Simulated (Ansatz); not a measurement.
Isomers of C$_{3}$H$_{9}$N, relaxed with PBE0-D4/def2-TZVP in Ansatz; electronic energies, one conformer each and not always the lowest. Functionals use def2-TZVPP; CBS adds triple-zeta CCSD(T) − MP2 to the MP2 limit of def2-TZVPP and def2-QZVPP.

(1) Order them by energy at frozen-core CCSD(T)/CBS, lowest first. (Estimate.)
A. `CC(C)N`
B. `CN(C)C`
C. `CCNC`

(2) How do B2PLYP, PBE0-D4, B3LYP-D4, MP2/CBS(def2) place them (kJ/mol, against `CC(C)N`)? (An estimate is asked.)

Results:

(1) A (0.0 kJ/mol), C (40.5 kJ/mol), B (63.7 kJ/mol).

(2) Ansatz gave: 
```json
{"isomer": "`CN(C)C`", "B2PLYP": "58.3", "PBE0-D4": "59.2", "B3LYP-D4": "55.3", "MP2/CBS(def2)": "65.5"}
{"isomer": "`CCNC`", "B2PLYP": "35.5", "PBE0-D4": "35.9", "B3LYP-D4": "34.0", "MP2/CBS(def2)": "43.1"}
```

B3LYP here is the variant with VWN-RPA as its local correlation; programs differ in this.
